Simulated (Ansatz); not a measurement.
in.yaml

```yaml
crystal:
  periodic: [false, false, false]
  atoms:
    - {symbol: N, position_ang: [0.000000, -0.187817, 1.099702]}
    - {symbol: S, position_ang: [0.000000, 0.096160, -0.500007]}
    - {symbol: H, position_ang: [0.000000, 0.740397, 1.531227]}
    - {symbol: H, position_ang: [0.000000, -1.189495, -0.906663]}
basis:
  gaussian: {orbitals: cc-pVDZ}
total_charge: 1
magnetization: {spin_polarized: false}
correlation: {method: bccd_t, electrons: outside_noble_gas}
scf: {omitted_lower_state_checks: [cluster_reference]}
output: {forces: true}
```

```sh
$ ansatz run in.yaml --threads 1 --pin off --events-out ev --progress --plain --max-ram 2393MiB
```

(1) Roughly how long does this take on 1 thread of AMD EPYC 9R45, shared host, and how much host memory?

```
these checks for a lower state are left out or cut short: cluster_reference
417 factors; integrals over basis functions are off by at most 1.5e-3 eV
mean field evaluation 1: about -12316.2126 eV, gradient 4.0e1 eV
mean field evaluation 2: about -12316.2170 eV, gradient 4.0e1 eV
mean field evaluation 4: about -12320.2173 eV, gradient 3.1e0 eV
mean field evaluation 8: about -12320.3334 eV, gradient 2.6e-1 eV
mean field -12320.33422228 eV, -452.7639316463 hartree, gradient 2.8e-6 eV, S^2 0.000000; 0 other end points of the search recorded, 0 dependent functions left out; unrestricted orbitals would lower it
6 core orbitals not correlated: weight in the atoms' cores, before any rotation towards them, 1.000 or more for the frozen orbitals, at most 0.000 for the correlated occupied ones
reference -12320.33422228 eV, -452.7639316463 hartree; 6, 6 occupied and 30, 30 virtual orbitals, 417 factors
second order -8.24707599 eV of doubles, -0.00000000 eV of singles
cycle   1  -8.45677233 eV  change   -2.1e-1 eV  update   1.1e-1
cycle   2  -8.80090759 eV  change   -3.4e-1 eV  update   4.7e-2
cycle   3  -8.93832983 eV  change   -1.4e-1 eV  update   3.2e-2
cycle   4  -8.94377604 eV  change   -5.4e-3 eV  update   1.3e-2
cycle   5  -8.93095707 eV  change    1.3e-2 eV  update   5.1e-3
cycle   6  -8.93123736 eV  change   -2.8e-4 eV  update   1.3e-3
cycle   7  -8.93025006 eV  change    9.9e-4 eV  update   4.4e-4
cycle   8  -8.92982974 eV  change    4.2e-4 eV  update   1.7e-4
cycle   9  -8.92981159 eV  change    1.8e-5 eV  update   4.8e-5
cycle  10  -8.92978315 eV  change    2.8e-5 eV  update   1.8e-5
cycle  11  -8.92979525 eV  change   -1.2e-5 eV  update   6.8e-6
cycle  12  -8.92979617 eV  change   -9.3e-7 eV  update   2.2e-6
perturbative correction -0.43166826 eV, -0.0158635158 hartree
the calculation of the forces begins
Total energy: -12329.69568671 eV, -453.1079591187 hartree
Atom 0 at     0.000000    -0.187817     1.099702 Å, force     0.000000    -0.653160    -1.888596 eV/Å
Atom 1 at     0.000000     0.096160    -0.500007 Å, force     0.000000     0.403761     1.443531 eV/Å
Atom 2 at     0.000000     0.740397     1.531227 Å, force    -0.000000     0.880095     0.536388 eV/Å
Atom 3 at     0.000000    -1.189495    -0.906663 Å, force     0.000000    -0.630695    -0.091323 eV/Å
Dipole moment:    -0.000000     0.108712    -0.191963 e Å
Checks for a lower state left out: cluster_reference
```

Forces (eV/Å):
```
N    0.000 -0.653 -1.889
S    0.000  0.404  1.444
H    0.000  0.880  0.536
H    0.000 -0.631 -0.091
```

## Answers

(1) 0.51 s wall and 0.15 GiB.
